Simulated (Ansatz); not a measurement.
**[BH$_{2}$···H···GeH$_{3}$], doublet: transfer scan**

Starting geometry:

```yaml
atoms:
  - { symbol: B, position_ang: [-2.6113, 0.0000, 0.0000] }
  - { symbol: H, position_ang: [-3.2080, 1.0336, 0.0000] }
  - { symbol: H, position_ang: [-3.2080, -1.0336, 0.0000] }
  - { symbol: H, position_ang: [-1.4178, 0.0000, 0.0000] }
  - { symbol: Ge, position_ang: [0.4587, 0.0000, 0.0000] }
  - { symbol: H, position_ang: [0.9274, -1.4659, 0.0000] }
  - { symbol: H, position_ang: [0.9274, 0.7330, -1.2695] }
  - { symbol: H, position_ang: [0.9274, 0.7330, 1.2695] }
```

From there H4 is moved from one fragment to the other while all else, the fragments' distance too, stays fixed; atoms are numbered as listed. Energies are in eV, counted from the starting geometry at the same level.

Basis cc-pVDZ; Ansatz 0.2.0. Only valence electrons are correlated (noble-gas cores and the filled d shells of p-block atoms frozen). Prefix R: restricted or restricted open-shell reference; prefix U: unrestricted. Active spaces: frontier = (9e, 9o) about the gap. No spin–orbit coupling is included, and no scalar relativity.

Runs in a small pair space aren't shown, since their orbitals change along the scan. A value is left out where its run failed or describes another state than the reference as far as symmetry and spin tell, or, spin-broken singlets apart, can't be checked. The reference follows the lowest state, whose symmetry changes from A' to A'' between 1.441 and 1.540.

Full CI isn't at hand for all of this; UCCSDT(Q) serves as the reference, and is uncertain by about the last step of the cluster series. The frozen core follows each run's orbitals, which can shift R against U totals by a few meV for light atoms and by up to 0.1 eV past Ca.

| distance B1-H4 (Å) | UCCSDT(Q) | error RHF | error UCCSD | error UCCSD(T) | error BCCD(T) | error RCCSDT(Q) | error CASSCF (frontier space) |
| --- | --- | --- | --- | --- | --- | --- | --- |
| 1.194 | 0.000 | 0.000 | 0.000 | 0.000 | 0.000 | 0.000 | 0.000 |
| 1.243 | 0.033 | 0.041 | 0.004 | 0.001 | 0.000 | 0.000 | 0.010 |
| 1.342 | 0.193 | 0.115 | 0.011 | 0.002 | 0.001 | -0.001 | 0.028 |
| 1.441 | 0.400 | 0.145 | 0.014 | 0.003 | 0.001 | -0.002 | 0.036 |
| 1.540 | 0.577 | 0.087 | 0.018 | 0.003 | 0.000 | -0.003 | – |

Errors are those of relative energies. In total energy the starting point itself misses UCCSDT(Q) by: RHF 6.838, UCCSD 0.157, UCCSD(T) 0.032, BCCD(T) 0.035, RCCSDT(Q) 0.004, CASSCF (frontier space) 5.207 eV.

Spread of the error over the points with a reference, to 1.540 Å (largest less smallest): BCCD(T) 0.001, RCCSDT(Q) 0.003, UCCSD(T) 0.003, UCCSD 0.018, CASSCF (frontier space) 0.036 (4 of 5 points), RHF 0.145 eV.
